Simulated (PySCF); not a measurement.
## Removing an electron from `Fc1ccco1`

Compound: C₄H₃FO.
Geometry (PBE0-D3(BJ)/def2-SVP, Å), atoms numbered from 1 in this order:
```
atom  x, y, z in Å
F1     2.3729   -0.8052    0.0203
C2     1.1348   -0.3932    0.0087
C3     0.5880    0.8490   -0.0437
C4    -0.8275    0.6106   -0.0265
C5    -0.9951   -0.7375    0.0352
O6     0.2185   -1.3550    0.0556
H7     1.1201    1.7949   -0.0883
H8    -1.6175    1.3579   -0.0563
H9    -1.8613   -1.3911    0.0691
```

Level: CAM-B3LYP/def2-SVPD (PySCF). Frontier orbitals with their largest atomic shares (Löwdin; up to four atoms above 4 %):

```
orbital  ε (eV)                          main atoms
 HOMO−3  -13.06   O6 35 %, C4 25 %, H8 14 %, F1 8 %
 HOMO−2  -12.63  O6 20 %, C4 16 %, C3 16 %, C5 15 %
 HOMO−1   -9.87   C4 28 %, C3 27 %, O6 24 %, C5 9 %
   HOMO   -8.04                                   ?
   LUMO    1.29  C5 23 %, C4 20 %, O6 18 %, C2 16 %
 LUMO+1    1.44  C2 21 %, C3 16 %, C5 16 %, C4 12 %
 LUMO+2    1.87  H8 15 %, O6 15 %, H9 14 %, C2 14 %
```

Question: What vertical ionisation energy does ΔSCF give, and how far is −ε(HOMO) from it?

Answer: ΔSCF: 9.03 eV (871 kJ/mol; threshold wavelength 137 nm); ⟨S²⟩ of the doublet left behind is 0.763, against 0.75 for a pure doublet. −ε(HOMO) is 8.05 eV, 0.98 eV below it. For the exact functional −ε(HOMO) would equal the first vertical ionisation energy; CAM-B3LYP (range-separated hybrid) falls short of its own ΔSCF value by 11 %. Holes in the HOMO−1 and HOMO−2 were tried too where these lie within 1.2 eV of the HOMO; the lowest converged state counts.

Question: On which atoms does the HOMO lie?

Answer: C5 (aromatic CH next to a ring oxygen) 28 %, C2 (aromatic C–F carbon) 22 %, C3 (aromatic CH carbon) 17 %, C4 (aromatic CH carbon) 14 %, so no atom holds as much as 40 %. The HOMO−1 lies 1.82 eV lower.

Question: What total energies stand behind the ΔSCF value?

Answer: E(N) = -328.90021 Eh and E(N − 1) = -328.56842 Eh at the same geometry, 0.33179 Eh apart.

Question: Shift the occupied levels rigidly so that −ε(HOMO) equals the ΔSCF value. What binding energies result?

Answer: The shift is +0.98 eV: HOMO 9.02, HOMO−1 10.85, HOMO−2 13.61, HOMO−3 14.04 eV. A rigid shift is only a rough guide to the deeper ionisations.

Geometry: PBE0-D3(BJ)/def2-SVP; no solvent, vibrations or thermal averaging.

The run behind these numbers computed excited states and ΔSCF ions as well. On one thread of an Arm Neoverse V2, no GPU, shared host with 96 logical CPUs at a one-minute load of 15, this took 21 s and 0.65 GiB of memory at its peak.
